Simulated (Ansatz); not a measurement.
in.yaml

```yaml
crystal:
  periodic: [false, false, false]
  atoms:
    - {symbol: Al, position_ang: [0.038279, -0.091360, 1.322886]}
    - {symbol: P, position_ang: [0.058252, 0.093658, -1.124389]}
    - {symbol: H, position_ang: [-1.162087, -0.852235, 0.512706]}
    - {symbol: H, position_ang: [-0.432239, 1.282370, 1.955119]}
    - {symbol: H, position_ang: [0.052051, -1.219787, -1.670433]}
    - {symbol: H, position_ang: [-1.272471, 0.357175, -1.657506]}
basis:
  gaussian: {orbitals: cc-pVDZ}
magnetization: {spin_polarized: false, initial_magnetization: 2}
correlation: {method: ccsdt_q, electrons: outside_noble_gas}
```

```sh
$ ansatz run in.yaml --threads 1 --pin off --events-out ev --progress --plain --max-ram 2393MiB
```

Output:

```
1093 factors; integrals over basis functions are off by at most 2.1e-7 eV
mean field evaluation 1: about -15914.3700 eV, gradient 1.0e1 eV
mean field evaluation 2: about -15914.4047 eV, gradient 1.0e1 eV
mean field evaluation 4: about -15915.5107 eV, gradient 8.6e-1 eV
mean field evaluation 8: about -15915.5288 eV, gradient 2.1e-1 eV
mean field evaluation 16: about -15914.3699 eV, gradient 1.0e1 eV
mean field -15915.53090255 eV, -584.8849727343 hartree, gradient 1.0e-6 eV, S^2 2.000000; 0 other end points of the search recorded, 0 dependent functions left out
mean field evaluation 32: about -15914.4074 eV, gradient 8.8e0 eV
10 core orbitals not correlated: weight in the atoms' cores, before any rotation towards them, 1.000 or more for the frozen orbitals, at most 0.000 for the correlated occupied ones
reference -15915.53090255 eV, -584.8849727343 hartree; 7, 5 occupied and 39, 41 virtual orbitals, 1093 factors
second order -4.94197747 eV of doubles, -0.08822050 eV of singles
cycle   1  -5.84920482 eV  change   -8.2e-1 eV  update   8.5e-2
cycle   2  -6.30422952 eV  change   -4.6e-1 eV  update   3.7e-2
cycle   3  -6.39408725 eV  change   -9.0e-2 eV  update   1.9e-2
cycle   4  -6.39524525 eV  change   -1.2e-3 eV  update   9.6e-3
cycle   5  -6.39743484 eV  change   -2.2e-3 eV  update   4.1e-3
cycle   6  -6.39578395 eV  change    1.7e-3 eV  update   2.1e-3
cycle   7  -6.39565980 eV  change    1.2e-4 eV  update   8.1e-4
cycle   8  -6.39645875 eV  change   -8.0e-4 eV  update   4.0e-4
cycle   9  -6.39652042 eV  change   -6.2e-5 eV  update   1.7e-4
cycle  10  -6.39630314 eV  change    2.2e-4 eV  update   8.2e-5
cycle  11  -6.39631059 eV  change   -7.4e-6 eV  update   4.0e-5
cycle  12  -6.39633588 eV  change   -2.5e-5 eV  update   1.8e-5
cycle  13  -6.39636168 eV  change   -2.6e-5 eV  update   8.1e-6
cycle  14  -6.39636803 eV  change   -6.3e-6 eV  update   3.7e-6
cycle  15  -6.39636453 eV  change    3.5e-6 eV  update   1.8e-6
cycle  16  -6.39636243 eV  change    2.1e-6 eV  update   9.3e-7
cycle  17  -6.39636180 eV  change    6.3e-7 eV  update   4.3e-7
perturbative correction -0.00759625 eV, -0.0002791570 hartree
Total energy: -15921.93486060 eV, -585.1203138519 hartree
```

For the same geometry and basis UCCSDT(Q) lies 0.8 meV lower.

Ran on 1 thread of Arm Neoverse V2, shared host: 1.8 min wall, 0.87 GiB peak host memory.
